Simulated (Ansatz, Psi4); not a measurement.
**Predicting a hybrid from its neighbours: C4H4**

C4H4 has 8 atoms, charge 0, and is taken as a singlet. SMILES: `C#CC=C`. The shape is that of a PBE0-D4/def2-TZVP optimisation.

The HOMO–LUMO gap y, in eV, basis cc-pVDZ; a is the functional's share of exact exchange. Programs: Ansatz 0.2.0, Psi4 1.11.

```
functional  program     a  y (eV)
       PBE     Psi4     0    4.29
    r2SCAN     Psi4     0    4.64
     B3LYP   Ansatz   0.2    5.89
   r2SCAN0   Ansatz  0.25    6.53
      PBE0     Psi4  0.25       ?
     BHLYP   Ansatz   0.5    8.35
```

Problem. Fit y = c + s·a to the known rows and predict PBE0.

Solution. 
1. Means of the 5 rows: a = 0.1900, y = 5.940.
2. Σ(Δa)² = 0.172, Σ(Δa·Δy) = 1.3425, so the slope is 1.3425/0.172 = 7.8052.
3. Intercept: 5.940 − (7.8052) × 0.1900 = 4.457. The largest residual of the fit is 0.18.
4. PBE0: 4.457 + (7.8052) × 0.25 = 6.41 eV.

The run gave 6.32 eV, so the prediction is off by +0.09 eV, within the largest residual. Exact exchange lowers occupied levels and raises empty ones. The rows mix families of semi-local functionals, which the line can't see.
